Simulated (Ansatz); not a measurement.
Si2H5 (SMILES [SiH2][SiH3]): methods side by side

Si2H5 has 7 atoms, charge 0, and is taken as a doublet. SMILES: `[SiH2][SiH3]`. The coordinates come from a PBE0-D4/def2-TZVP relaxation.

| atom | x (Å) | y (Å) | z (Å) |
| --- | --- | --- | --- |
| Si | -0.2096 | -1.3612 | -0.1911 |
| Si | 0.3579 | 0.8892 | -0.0620 |
| H | -0.0026 | -2.1239 | 1.0703 |
| H | -1.5736 | -1.6246 | -0.7256 |
| H | 0.2100 | 1.5028 | -1.4080 |
| H | -0.4958 | 1.6431 | 0.8986 |
| H | 1.7749 | 1.0068 | 0.3722 |

Quantity: the energy change with the Si1–H4 bond stretched from 1.488 to 3.721 Å, in eV. The values are calculated.

```
           level                    kind  program  value (eV)  less FCI/STO-3G  CPU time (all runs)
      UHF/STO-3G            Hartree–Fock   Ansatz        4.16            -0.25               0.55 s
   USVWN5/STO-3G                     LDA   Ansatz        5.24            +0.83                4.5 s
 U-r2SCAN/STO-3G                meta-GGA   Ansatz        4.88            +0.47                 18 s
   UB3LYP/STO-3G           global hybrid   Ansatz        4.77            +0.36                8.7 s
U-wB97M-V/STO-3G  range-separated hybrid   Ansatz        4.76            +0.35              2.3 min
  UB2PLYP/STO-3G           double hybrid   Ansatz        4.65            +0.24                 11 s
     UMP2/STO-3G     perturbation theory   Ansatz        4.40            -0.01               0.57 s
UCCSDT(Q)/STO-3G   coupled cluster or CI   Ansatz        4.41             0.00                  3 s
      FCI/STO-3G      exact in the basis   Ansatz        4.41             0.00                 68 s
```

FCI/STO-3G is exact within its basis and frozen core, so for wave-function methods in that basis the difference is their error; functionals converge differently with the basis, so for them it is only a difference. The first shape isn't each level's own minimum. The values span 4.16 to 5.24 eV. Spin contamination of the reference (⟨S²⟩ at least 0.1 too high) touches UHF/STO-3G, USVWN5/STO-3G, U-r2SCAN/STO-3G, UB3LYP/STO-3G, UB2PLYP/STO-3G, UMP2/STO-3G, UCCSDT(Q)/STO-3G. All rows use very small basis sets, so none should be taken for the real molecule's value. Times are those of the runs behind each value, whatever else they computed, on shared processors of several kinds: orders of magnitude only.
